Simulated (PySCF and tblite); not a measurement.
Results of a calculation; reference values are marked as such.
C₄H₈O, numbered as in [OH:1][CH2:2][CH:3]1[CH2:4][CH2:5]1. Geometries GFN2-xTB; weights from TPSS-D3(BJ)/def2-TZVP (IEF-PCM, dichloromethane) energies and GFN2-xTB thermal corrections, with symmetry numbers and mirror pairs. Conformers within 2.5 kcal/mol (GFN2-xTB free energy) were kept, 4 at most. GIAO shieldings: PBE0/pcSseg-1 (IEF-PCM, dichloromethane). Shifts are against TMS (¹H), TMS (¹³C) at the same level; of two unlike H on one atom, a is the less shielded. Run with PySCF (density fitting) and tblite.

Torsions listed: H1–O1–C2–C3, O1–C2–C3–C4. Of a mirror pair one member is shown.

| conformer | shape | point group | mirror pair | ΔE(DFT) | Δ(G−E) at 350 K | δ H4b/H5b (ppm) |
| --- | --- | --- | --- | --- | --- | --- |
| 1 | 54°, -157° | C1 | yes | 0.00 | 0.00 | 0.13 |
| 2 | -54°, -149° | C1 | yes | 0.66 | -0.09 | 0.25 |
| 3 | 180°, -161° | C1 | yes | 1.09 | -0.27 | 0.18 |
| 4 | -58°, -29° | C1 | yes | 1.73 | 0.00 | 0.37 |

Energies in kcal/mol; the thermal term leaves out symmetry numbers and mirror images.

Work out the weights at 350 K and the ¹H shift of H4b/H5b under fast exchange.

RT = 0.696 kcal/mol. Each conformer gets RT ln(σ/g), with σ the rotational symmetry number and g = 2 for a mirror pair: 1: σ = 1, g = 2, G = 0.00 + 0.00 − 0.48 = -0.48, 0.00 above the lowest, exp(−ΔG/RT) = 1.000; 2: σ = 1, g = 2, G = 0.66 − 0.09 − 0.48 = 0.08, 0.56 above the lowest, exp(−ΔG/RT) = 0.445; 3: σ = 1, g = 2, G = 1.09 − 0.27 − 0.48 = 0.34, 0.82 above the lowest, exp(−ΔG/RT) = 0.308; 4: σ = 1, g = 2, G = 1.73 + 0.00 − 0.48 = 1.25, 1.73 above the lowest, exp(−ΔG/RT) = 0.083. The sum is 1.835, so the weights are 54.5, 24.2, 16.8, 4.5 %. The averaged shift is 0.18 ppm. At 298.15 K it is 0.17 ppm. At 298.15 K the leading conformer alone gives 0.13 ppm and bare DFT energies give 0.17 ppm.

For its torsions the set is small; conformers may be missing.
